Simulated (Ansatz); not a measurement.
Compare A (`C#C/N=C\C`) with its isomer B (`C=C=CN=C`).

Isolated molecules relaxed with PBE0-D4/def2-TZVP in Ansatz; ΔE leaves out vibrations. CBS: MP2 limit from def2 TZ/QZ plus the TZ coupled-cluster correction, frozen cores. Functionals use def2-TZVPP. B3LYP here is the variant with VWN-RPA as its local correlation; programs differ in this. Each species was taken in one conformer, which may not be the lowest.

(1) Which is lower in electronic energy at CCSD(T)/CBS, and by how much? (Estimate.)

(2) Give E(B) − E(A) in kJ/mol with CCSD(T)/def2-TZVPP, BLYP-D4, HF/def2-TZVPP, B3LYP, CCSD(T)/def2-SVP, LDA (SPW92), PBE-D4. (Best estimate.)

(3) Does the order hold for the free energy at 298.15 K (harmonic terms from PBE0-D4)? (Estimate.)

Largest T1 diagnostic: 0.014.

Answers

(1) Computed: A, by 6.0 kJ/mol.

(2) Ansatz gave: CCSD(T)/def2-TZVPP 4.2, BLYP-D4 -3.5, HF/def2-TZVPP 4.2, B3LYP -2.1, CCSD(T)/def2-SVP 0.9, LDA (SPW92) 3.7, PBE-D4 -0.6. The order is the other way round with BLYP-D4, B3LYP, PBE-D4.

(3) The calculation gave: Yes: G(B) − G(A) = +7.2 kJ/mol, for one conformer each.

Leaving LDA and LC-ωPBE aside and taking each functional with its dispersion term where it has one, the values, not all of them listed here, spread over 15.3 kJ/mol, from BLYP-D4 to PBE-QIDH. LDA lies +5.1 kJ/mol from PBE without D4. From BLYP to BHLYP (50 % exact exchange), in def2-TZVPP and without D4, E(B) − E(A) moves by +6.4 kJ/mol.
